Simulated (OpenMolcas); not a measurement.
# A workflow on P2 (diphosphorus)

Wanted: a single-point energy (UHF/STO-3G), then a single-point energy (CASSCF(6,6)/STO-3G), then a single-point energy (CASPT2(6,6)/STO-3G), then the energy (SC-NEVPT2(6,6)/STO-3G) of P2 (diphosphorus). 

The results are computed with OpenMolcas 26.06.

3 further runs of the same task are left out: 1 for a known fault of the program, 2 that didn't finish.

## (1) The system as given

P2: 2 atoms, total charge 0, spin state singlet. As SMILES, `P#P`. The P1–P2 distance was set to 2.840 Å, away from the relaxed value.

Bond lengths: P1–P2 2.840 Å.

## (2) The energy at UHF/STO-3G (run 1)

The input, geom.xyz:

```xyz
2

P      0.000000     0.000000    -0.946700
P      0.000000     0.000000     1.893400
```

The input, step1.inp:

```
&gateway
baslib=$CurrDir
coord=geom.xyz
basis=STO-3G
group=NoSym
&seward
&scf
uhf
scramble=0.25
prorbitals=1 1
```

The basis set STO-3G is read from a file made from the Basis Set Exchange's data (not shown).

The run is started by

```sh
$ export MOLCAS_MEM=1860
$ pymolcas step1.inp > step1.log
```

The program printed, cut to the lines that bear on the results:

```text
--- Start Module: gateway ---
[...]
--- Stop Module: gateway /rc=_RC_ALL_IS_WELL_ ---
--- Start Module: seward ---
[...]
      Basis functions           18
--- Stop Module: seward /rc=_RC_ALL_IS_WELL_ ---
--- Start Module: scf ---
[...]
       Convergence after  44 Iterations
[...]
::    Total SCF energy                               -673.6365717675
[...]
      Total spin, S                                     1.2071624108
[...]
      Total electronic charge=   30.000000
      Total            charge=   -0.000000
[...]
      Dipole Moment (debye):
      Origin of the operator (angstrom)=    0.0000    0.0000    0.4733
                   X= -6.4151E-07               Y= -5.4239E-07               Z=  1.6180E-07           Total=  8.5551E-07
      Quadrupole Moment (debye*angstrom):
[...]
--- Stop Module: scf /rc=_RC_ALL_IS_WELL_ ---
[...]
```

Wall time 1.9 s (1 thread of Arm Neoverse V2, shared host); peak memory 0.37 GiB.

## (3) A single-point energy at CASSCF(6,6)/STO-3G (run 2)

geom.xyz is that of step 2.

The input, step2.input:

```
>>> EXPORT MOLCAS_PRINT=2
&gateway
baslib = $CurrDir
coord = geom.xyz
basis = STO-3G
group = NoSym
&seward
&rasscf
fileorb = $CurrDir/step1.UnaOrb
spin = 1
nactel = 6 0 0
inactive = 12
ras2 = 6
orblisting = Nothing
orbappear = Compact
```

The basis set STO-3G is read from a file made from the Basis Set Exchange's data (not shown).

The run is started by

```sh
$ export MOLCAS_MEM=1860
$ pymolcas step2.input > step2.log
```

The program printed, cut to the lines that bear on the results:

```text
--- Start Module: gateway ---
[...]
--- Stop Module: gateway /rc=_RC_ALL_IS_WELL_ ---
--- Start Module: seward ---
[...]
      Basis functions           18
--- Stop Module: seward /rc=_RC_ALL_IS_WELL_ ---
--- Start Module: rasscf ---
[...]
      Number of active orbitals                  6
[...]
      Spin quantum number                      0.0
[...]
      Active orbitals                            6
[...]
      Number of CSFs                           175
[...]
      Number of root(s) required                 1
[...]
      Convergence after  8 iterations
[...]
      printout of CI-coefficients larger than  0.05 for root  1
      energy=    -673.760004
      conf/sym  111111     Coeff  Weight
             1  222000  -0.46809 0.21911
            11  220200   0.35764 0.12791
            18  2udud0  -0.35392 0.12526
            26  u2du0d   0.20167 0.04067
            31  202020   0.35764 0.12791
            39  ud20ud  -0.20167 0.04067
[...]
      Natural orbitals and occupation numbers for root  1
      sym 1:   1.598924   1.161891   1.161891   0.838097   0.838097   0.401102
      ************************************************************************************************************************
      *                                                    Final results                                                     *
[...]
::    RASSCF root number  1 Total energy:   -673.76000409
[...]
      Total electronic charge=   30.000000
      Total            charge=   -0.000000
[...]
      Dipole Moment (debye):
      Origin of the operator (angstrom)=    0.0000    0.0000    0.4733
                   X=  6.4349E-08               Y= -3.4562E-08               Z= -5.9637E-08           Total=  9.4297E-08
      Quadrupole Moment (debye*angstrom):
[...]
--- Stop Module: rasscf /rc=_RC_ALL_IS_WELL_ ---
[...]
```

Wall time 1.5 s (1 thread of Arm Neoverse V2, shared host); peak memory 0.37 GiB.

## (4) A single-point energy at CASPT2(6,6)/STO-3G (run 3)

geom.xyz is that of step 3.

The input, step3.inp:

```
&gateway
baslib=$CurrDir
coord=geom.xyz
basis=STO-3G
group=NoSym
&seward
&rasscf
fileorb=$CurrDir/step2.RasOrb
spin=1
nactel=6 0 0
inactive=12
ras2=6
orblisting=Nothing
orbappear=Compact
&caspt2
imaginary=0.1
frozen=10
```

The basis set STO-3G is read from a file made from the Basis Set Exchange's data (not shown).

The run is started by

```sh
$ export MOLCAS_MEM=1860
$ pymolcas step3.inp > step3.log
```

The program printed, cut to the lines that bear on the results:

```text
--- Start Module: gateway ---
[...]
--- Stop Module: gateway /rc=_RC_ALL_IS_WELL_ ---
[...]
      Basis functions           18
[...]
--- Start Module: rasscf ---
[...]
      Number of active orbitals                  6
[...]
      Spin quantum number                      0.0
[...]
      Active orbitals                            6
[...]
      Number of CSFs                           175
[...]
      Number of root(s) required                 1
[...]
      Convergence after  4 iterations
[...]
      printout of CI-coefficients larger than  0.05 for root  1
      energy=    -673.760004
      conf/sym  111111     Coeff  Weight
             1  222000  -0.46809 0.21911
            11  220200   0.35764 0.12791
            18  2udud0  -0.35392 0.12526
            26  u2du0d   0.20167 0.04067
            31  202020   0.35764 0.12791
            39  ud20ud  -0.20167 0.04067
[...]
      Natural orbitals and occupation numbers for root  1
      sym 1:   1.598924   1.161891   1.161891   0.838097   0.838097   0.401102
      ************************************************************************************************************************
      *                                                    Final results                                                     *
[...]
::    RASSCF root number  1 Total energy:   -673.76000409
[...]
      Total electronic charge=   30.000000
      Total            charge=   -0.000000
[...]
      Dipole Moment (debye):
      Origin of the operator (angstrom)=    0.0000    0.0000    0.4733
                   X=  6.4349E-08               Y= -3.4562E-08               Z= -5.9637E-08           Total=  9.4297E-08
      Quadrupole Moment (debye*angstrom):
[...]
--- Stop Module: rasscf /rc=_RC_ALL_IS_WELL_ ---
--- Start Module: caspt2 ---
[...]
 ###    WARNING: User changed nr of frozen orbitals.                         ###
 ###############################################################################
[...]
      E2 (Variational):          -0.0016291837
      Total energy:            -673.7616332748
[...]
      Reference weight:           0.99873
[...]
::    CASPT2 Root  1     Total energy:   -673.76163327
[...]
--- Stop Module: caspt2 /rc=_RC_ALL_IS_WELL_ ---
[...]
```

Run time: 1.5 s. Hardware: 1 thread of Arm Neoverse V2, shared host; peak memory 0.37 GiB.

## (5) A single-point energy at SC-NEVPT2(6,6)/STO-3G (run 4)

geom.xyz is that of step 4.

The input, step4.input:

```
* P2 NEVPT2

&gateway
 baslib = $CurrDir
 coord = geom.xyz
 basis = STO-3G
 group = NoSym

&seward

&rasscf
 fileorb = $CurrDir/step2.RasOrb
 spin = 1
 nactel = 6 0 0
 inactive = 12
 ras2 = 6
 orblisting = Nothing
 orbappear = Compact

&caspt2
 sc-nevpt2
 frozen = 10
```

The basis set STO-3G is read from a file made from the Basis Set Exchange's data (not shown).

The run is started by

```sh
$ export MOLCAS_MEM=1860
$ pymolcas step4.input > step4.log
```

The program printed, cut to the lines that bear on the results:

```text
--- Start Module: gateway ---
[...]
--- Stop Module: gateway /rc=_RC_ALL_IS_WELL_ ---
[...]
      Basis functions           18
[...]
--- Start Module: rasscf ---
[...]
      Number of active orbitals                  6
[...]
      Spin quantum number                      0.0
[...]
      Active orbitals                            6
[...]
      Number of CSFs                           175
[...]
      Number of root(s) required                 1
[...]
      Convergence after  4 iterations
[...]
      printout of CI-coefficients larger than  0.05 for root  1
      energy=    -673.760004
      conf/sym  111111     Coeff  Weight
             1  222000  -0.46809 0.21911
            11  220200   0.35764 0.12791
            18  2udud0  -0.35392 0.12526
            26  u2du0d   0.20167 0.04067
            31  202020   0.35764 0.12791
            39  ud20ud  -0.20167 0.04067
[...]
      Natural orbitals and occupation numbers for root  1
      sym 1:   1.598924   1.161891   1.161891   0.838097   0.838097   0.401102
      ************************************************************************************************************************
      *                                                    Final results                                                     *
[...]
::    RASSCF root number  1 Total energy:   -673.76000409
[...]
      Total electronic charge=   30.000000
      Total            charge=   -0.000000
[...]
      Dipole Moment (debye):
      Origin of the operator (angstrom)=    0.0000    0.0000    0.4733
                   X=  6.4349E-08               Y= -3.4562E-08               Z= -5.9637E-08           Total=  9.4297E-08
      Quadrupole Moment (debye*angstrom):
[...]
--- Stop Module: rasscf /rc=_RC_ALL_IS_WELL_ ---
--- Start Module: caspt2 ---
[...]
 ###    WARNING: User changed nr of frozen orbitals.                         ###
 ###############################################################################
[...]
      E2 (Variational):          -0.0012278699
[...]
      E2 (Variational):          -0.0012247138
      Total energy:            -673.7612288049
[...]
      Reference weight:           0.99924
[...]
::    SC-NEVPT2 Root  1     Total energy:   -673.76122880
[...]
--- Stop Module: caspt2 /rc=_RC_ALL_IS_WELL_ ---
[...]
```

Wall time 1.5 s (1 thread of Arm Neoverse V2, shared host); peak memory 0.37 GiB.

## (6) What came out

| quantity | value |
| --- | --- |
| run 1, UHF/STO-3G: total energy | -673.63657 Eh |
| run 1, UHF/STO-3G: dipole moment | 0.00 D |
| run 1, UHF/STO-3G: HOMO energy | -5.25 eV |
| run 1, UHF/STO-3G: LUMO energy | 7.41 eV |
| run 1, UHF/STO-3G: HOMO–LUMO gap | 12.66 eV |
| run 1, UHF/STO-3G: ⟨S²⟩ | 2.664 |
| run 2, CASSCF(6,6)/STO-3G: total energy | -673.76000 Eh |
| run 2, CASSCF(6,6)/STO-3G: dipole moment (CASSCF density) | 0.00 D |
| run 3, CASPT2(6,6)/STO-3G: total energy | -673.76163 Eh |
| run 3, CASPT2(6,6)/STO-3G: dipole moment (CASSCF density) | 0.00 D |
| run 4, SC-NEVPT2(6,6)/STO-3G: total energy | -673.76123 Eh |
| run 4, SC-NEVPT2(6,6)/STO-3G: dipole moment (CASSCF density) | 0.00 D |

In words: ⟨S²⟩ (run 1, UHF/STO-3G) is 2.66 where a pure singlet has 0.00: the reference is spin-contaminated. The run (run 1, UHF/STO-3G) may have ended on a state above the lowest.
